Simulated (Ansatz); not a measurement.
# [H···H···Br], doublet in cc-pVTZ: errors against UCCSDT(Q)

Geometry: a point of a hydrogen-transfer path between rigid fragments, not a stationary point.

```xyz
3

H     0.0000    0.0000   -1.0947
H     0.0000    0.0000   -0.4017
Br    0.0000    0.0000    1.4963
```

Basis cc-pVTZ; Ansatz 0.2.0. Correlated methods freeze the noble-gas cores and the filled d shells of p-block atoms, which leaves 9 electrons in 57 orbitals. Prefix R: restricted or restricted open-shell reference; prefix U: unrestricted. Active spaces: valence = (9e, 6o) chosen from the atoms' valence shells. No spin–orbit coupling is included, and no scalar relativity.

Full CI isn't at hand for all of this; UCCSDT(Q) serves as the reference, and is uncertain by about the last step of the cluster series. The frozen core follows each run's orbitals, which can shift R against U totals by a few meV for light atoms and by up to 0.1 eV past Ca.

* UHF ⟨S²⟩: 0.764
* T1 diagnostic (RCCSD): 0.0167
* largest doubles amplitude (RCCSD): 0.038
* T1 diagnostic (UCCSD): 0.0095

Q: From what is known of these methods and the diagnostics, rank them by the size of their error in total energy against UCCSDT(Q) in cc-pVTZ, smallest first (an estimate: the text doesn't fix the numbers).
A. UCCSDT
B. UCCSD(T)
C. UCCSD
D. UMP2
E. UHF

A: A (0.4 kJ/mol), B (2.0 kJ/mol), C (16.5 kJ/mol), D (85.1 kJ/mol), E (541.5 kJ/mol).

All errors are against UCCSDT(Q) in cc-pVTZ. Within each family the higher level lies nearer, as is usual though not guaranteed.

Natural occupations of CASSCF (valence space) about the gap: 2.000 2.000 1.999 1.979 1.001 0.021; effectively unpaired electrons, Σ n²(2−n)², 1.00.
